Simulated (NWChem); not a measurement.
System: hydrogen sulfide (H2S); SMILES S

Results from NWChem. Pople sets run with spherical d functions. Coordinates come from a PBE0/def2-SVP optimisation. B3LYP is NWChem's, with the RPA form of VWN correlation. Total energies compare along this basis series because the functional is fixed.

```
level              basis functions  energy (Ha)  highest occupied level (eV)  orbital gap (eV)  dipole (D)
-----------------  ---------------  -----------  ---------------------------  ----------------  ----------
B3LYP/STO-3G                    11    -394.9528                        -3.51             10.32        1.00
B3LYP/3-21G                     17    -397.4132                        -7.21              8.09        1.80
B3LYP/6-31G*                    22    -399.3825                        -7.12              7.63        1.42
B3LYP/6-31+G*                   26    -399.3844                        -7.26              6.92        1.44
B3LYP/def2-SVP                  28    -399.2822                        -6.90              7.83        1.24
B3LYP/def2-SVPD                 43    -399.2919                        -7.32               ___        1.01
B3LYP/def2-TZVP                 49    -399.4253                        -7.22              7.47        1.11
B3LYP/6-311++G**                44    -399.4226                        -7.28              6.70        1.35
B3LYP/aug-cc-pVTZ               96    -399.4322                        -7.32              6.71        0.99
```

Task: Some entries are withheld; supply them.

Result: 
- B3LYP/def2-SVPD, orbital gap (eV): 7.07
